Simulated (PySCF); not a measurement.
Bonds broken one at a time in the series C NH2-SH. Isolated molecules, 0 K electronic values unless said otherwise. One relaxed conformer stands for each flexible species; it need not be the lowest. Strings in code marks are SMILES.

Computed with PBE0-D4/def2-TZVP in PySCF. 

```
species                         highest occupied spin orbital (eV)
------------------------------  ----------------------------------
whole molecule (`C(N)(S)(N)S`)                                   –
radical fragment (`N[C](S)S`)                                -4.60
radical fragment (`[NH2]`)                                   -8.67
radical fragment (`N[C](N)S`)                                -4.23
radical fragment (`[SH]`)                                    -7.41
whole molecule (`NC(S)(S)S`)                                     –
radical fragment (`S[C](S)S`)                                -5.06
whole molecule (`SC(S)(S)S`)                                     –
```
